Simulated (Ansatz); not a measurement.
A calculation with Ansatz (development build ahead of 0.2.0).

```yaml
crystal:
  periodic: [false, false, false]
  atoms:
    - { symbol: O, position_ang: [-0.02318, 0.22751, -1.30497] }
    - { symbol: S, position_ang: [-0.03676, -0.51788, 0.02324] }
    - { symbol: O, position_ang: [-0.03243, 0.27441, 1.33601] }
basis:
  gaussian: { orbitals: def2-SVP }
total_charge: -1
magnetization:
  initial_magnetization: 1
hamiltonian:
  xc: hf
correlation:
  method: mp2
  frozen_orbitals: { O: 1, S: 5 }
```

The input is written out in the form of the current development build from the run's settings. Correlation on restricted open-shell orbitals is semicanonical, with singles.

Results

```
Converged                                                          : yes
Reference energy                                                   : -546.93992 hartree
Correlation energy                                                 : -0.50888 hartree
Total energy                                                       : -547.44880 hartree
Spin squared of the determinant                                    : 0.750
Stability test                                                     : minimum among restricted orbitals
Occupied orbitals by symmetry in an Abelian subgroup (alpha; beta) : 13 A' 4 A''; 13 A' 3 A''
```

Messages of the program:
```
mean field -14882.99349279 eV, -546.9399228047 hartree, gradient 3.8e-6 eV, S^2 0.750000; 0 other ends of a descent, 0 dependent functions left out
```

Caution: no diffuse functions for an anion.
